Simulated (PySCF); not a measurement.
Excitation energies in several basis sets

Methylidenesilylene, CH2Si (singlet state).
Numbering: `[CH2:1]=[Si:2]` (hydrogens: H3, H4 on C1)

TDDFT with PBE0 (PySCF), vertical singlets, core orbitals frozen in the response, spherical d and f functions. Geometry: PBE0-D3(BJ)/def2-SVP; no solvent, vibrations or thermal averaging.

Question: How do the low singlets change with the basis? Take 6-31G*, def2-SVP, 6-31+G*, def2-SVPD, aug-cc-pVDZ, def2-TZVP, def2-TZVPD and aug-cc-pVTZ.

Answer: 

```tsv
basis	functions	diffuse	S1 (eV)	S2 (eV)	S3 (eV)	S4 (eV)	S5 (eV)	LUMO (eV)	α (au)
6-31G*	36	no	2.20	3.77	5.50	5.61	6.97	-2.51	36.3
def2-SVP	42	no	2.26	3.81	5.42	5.56	7.03	-2.53	36.9
6-31+G*	44	yes	2.22	3.79	5.16	5.43	5.71	-2.67	42.2
def2-SVPD	60	yes	2.29	3.82	5.22	5.45	6.12	-2.59	45.2
aug-cc-pVDZ	68	yes	2.26	3.78	5.13	5.39	5.61	-2.67	47.4
def2-TZVP	80	no	2.26	3.81	5.15	5.41	6.53	-2.60	42.1
def2-TZVPD	98	yes	2.26	3.82	5.09	5.38	5.85	-2.63	47.4
aug-cc-pVTZ	142	yes	2.26	3.80	5.06	5.35	5.57	-2.65	47.9
```

States are compared by their number. Against the largest diffuse basis here (aug-cc-pVTZ, itself not a converged limit), sets without diffuse functions differ by up to 0.06 eV in S1 and 1.45 eV in S5; the smaller diffuse sets differ by up to 0.04 and 0.55 eV. State by state, the largest deviation of a set without diffuse functions is S1 0.06, S2 0.03, S3 0.44, S4 0.26, S5 1.45 eV. The same number needn't mean the same state in each row. Against aug-cc-pVTZ the polarisability deviates by -24% in 6-31G*, -23% in def2-SVP, -12% in 6-31+G*, -6% in def2-SVPD, -1% in aug-cc-pVDZ, -12% in def2-TZVP, -1% in def2-TZVPD. A single + in a Pople set puts diffuse functions on heavy atoms only.
